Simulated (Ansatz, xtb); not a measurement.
**Relative energy of two conformers of CH3FOS2**

We compare a, `O[C@H](F)SS`, a singlet, with b, `O[C@H](F)SS`, a singlet. Both are isolated molecules in the gas phase, relaxed with PBE-D3(BJ)/def2-SVP.

a (Å):

```
atom    x (Å)    y (Å)    z (Å)
   C  -0.1145   0.3911  -1.4568
   F  -0.2001   1.7239  -1.8120
   O   1.1427  -0.1041  -1.6319
   S  -0.6842   0.3890   0.3312
   S  -0.7895  -1.6593   0.6877
   H   1.7326   0.3660  -1.0052
   H  -0.8123  -0.2122  -2.0741
   H   0.5339  -1.8901   0.9533
```

b (Å):

```json
{"atom": "C", "x (Å)": "0.4271", "y (Å)": "0.0245", "z (Å)": "-0.5712"}
{"atom": "F", "x (Å)": "0.2022", "y (Å)": "-1.2748", "z (Å)": "-0.1461"}
{"atom": "O", "x (Å)": "1.5878", "y (Å)": "0.1294", "z (Å)": "-1.2541"}
{"atom": "S", "x (Å)": "-1.0830", "y (Å)": "0.5688", "z (Å)": "-1.5641"}
{"atom": "S", "x (Å)": "-0.5678", "y (Å)": "-0.3003", "z (Å)": "-3.3877"}
{"atom": "H", "x (Å)": "1.4197", "y (Å)": "-0.2360", "z (Å)": "-2.1616"}
{"atom": "H", "x (Å)": "0.4465", "y (Å)": "0.6916", "z (Å)": "0.3181"}
{"atom": "H", "x (Å)": "-0.9897", "y (Å)": "-1.5800", "z (Å)": "-3.1313"}
```

Question: Estimate E(b) − E(a) at the level CCSD(T)/def2-SVP + ΔMP2/def2-TZVPP.

Answer: Calculated at CCSD(T)/def2-SVP + ΔMP2/def2-TZVPP: E(b) − E(a) = −1.26 kcal/mol, so structure b lies lower.

The same difference at several levels:

```json
{"level": "PBE-D3(BJ)/def2-SVP", "geometry": "PBE-D3(BJ)/def2-SVP", "E(b) − E(a) (kcal/mol)": "−2.91", "departure from the last row (kcal/mol)": "−1.65", "job, with rough time for the two": "optimisation, 46 s"}
{"level": "HF/def2-SVP", "geometry": "PBE-D3(BJ)/def2-SVP", "E(b) − E(a) (kcal/mol)": "+0.42", "departure from the last row (kcal/mol)": "+1.68", "job, with rough time for the two": "part of the CCSD(T) run"}
{"level": "MP2/def2-SVP", "geometry": "PBE-D3(BJ)/def2-SVP", "E(b) − E(a) (kcal/mol)": "−1.57", "departure from the last row (kcal/mol)": "−0.31", "job, with rough time for the two": "part of the CCSD(T) run"}
{"level": "CCSD(T)/def2-SVP", "geometry": "PBE-D3(BJ)/def2-SVP", "E(b) − E(a) (kcal/mol)": "−1.40", "departure from the last row (kcal/mol)": "−0.14", "job, with rough time for the two": "single point"}
{"level": "CCSD(T)/def2-SVP + ΔMP2/def2-TZVPP", "geometry": "PBE-D3(BJ)/def2-SVP", "E(b) − E(a) (kcal/mol)": "−1.26", "departure from the last row (kcal/mol)": "", "job, with rough time for the two": "single point, 34 s"}
```

HF/def2-SVP finds them nearly level. The largest departure from CCSD(T)/def2-SVP + ΔMP2/def2-TZVPP is that of HF/def2-SVP, 1.68 kcal/mol. Levels run at GFN2-xTB geometries aren't shown. The last row adds to CCSD(T) the change of the MP2 difference between the two basis sets, here +0.14 kcal/mol.

With harmonic frequencies from PBE-D3(BJ)/def2-SVP (ideal gas, rigid rotor, one conformer each, 298.15 K, 1 atm): the zero-point term adds +0.13 kcal/mol; ΔH is −1.35 and ΔG −0.86 kcal/mol.

The correlated steps freeze 13 core orbitals. Codes used: Ansatz 0.2.0; the last row on 1 thread of Arm Neoverse V2 on a shared host.
